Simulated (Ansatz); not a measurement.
`C=C(O)C(=N)F`, relaxed with RKS PBE0-D4/def2-TZVP in Ansatz 0.2.0 from a PBE-D4/def2-SVP geometry. The force threshold is 0.005 eV/Å; the program also tests the step.

Charge 0, multiplicity 1.

Start:

```xyz
10

C     0.662   -0.931    0.876
C     0.230   -0.350   -0.268
O     0.484   -0.776   -1.533
C    -0.611    0.882   -0.239
N    -0.969    1.476    0.821
F    -0.954    1.301   -1.483
H     0.387   -0.486    1.840
H     1.282   -1.840    0.858
H     1.035   -1.579   -1.473
H    -1.546    2.303    0.602
```

Problem. By how much does the energy fall, and how many steps does the optimiser take? (Estimate.)

Solution. Ansatz gave: 1.36 kcal/mol, in 5 steps.

Problem. Which bonds change most? (Best estimate.)

Solution. Computed: C1–C2 from 1.353 to 1.330 Å; C4–N5 from 1.266 to 1.248 Å; C1–H7 from 1.097 to 1.079 Å; C1–H8 from 1.101 to 1.084 Å.

Problem. Give the relaxed structure. (Estimate.)

Solution. The calculation gave: 
```xyz
10

C     0.654   -0.919    0.865
C     0.230   -0.349   -0.260
O     0.484   -0.777   -1.516
C    -0.605    0.875   -0.233
N    -0.964    1.463    0.808
F    -0.942    1.292   -1.461
H     0.385   -0.481    1.815
H     1.265   -1.814    0.851
H     1.026   -1.570   -1.468
H    -1.532    2.280    0.599
```
